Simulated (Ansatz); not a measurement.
# NSi2: the cost of one run

The runs use Ansatz 0.2.0, Gaussian basis; cc-pVTZ, core rule «outside noble gas», up to 11 orbitals frozen.

Plan: UHF; CCSD(T) on ROHF; CCSD(T) on UHF; BCCD(T) on ROHF; CCSDT(Q) on ROHF; CCSDT(Q) on UHF; CASSCF and NEVPT2, 12 electrons in 12 orbitals.

6 further runs of the same task are left out: 1 for a known fault of the program, 5 set aside as unsound or not needed.

## 1. The system

The geometry is a PBE0/def2-TZVP stationary point (not a proven minimum) of the parent state, kept for this charge and spin.

3 atoms, charge 1, spin multiplicity 5.

Atoms are counted from 1 here; the program's logs count them from 0.

Bond lengths: N1–Si2 1.661 Å, Si2–Si3 2.244 Å. Angles: N1–Si2–Si3 180.0°.

## 2. UHF

in.yaml

```yaml
crystal:
  periodic: [false, false, false]
  atoms:
    - {symbol: N, position_ang: [0.000000, 0.000000, -1.854900]}
    - {symbol: Si, position_ang: [0.000000, 0.000000, -0.194400]}
    - {symbol: Si, position_ang: [0.000000, 0.000000, 2.049300]}
basis:
  gaussian: {orbitals: cc-pVTZ}
total_charge: 1
magnetization: {spin_polarized: true, initial_magnetization: 4}
hamiltonian: {xc: hf}
output: {orbitals: {seedname: orbitals}}
```

Run with:

```bash
> ansatz run in.yaml --threads 1 --pin off --events-out ev --progress --plain --max-ram 4096MiB --backend cpu
```

What time and memory should one allow on 1 thread of AMD EPYC 7R13, shared host?

About 12 s, with a peak of 0.26 GiB.
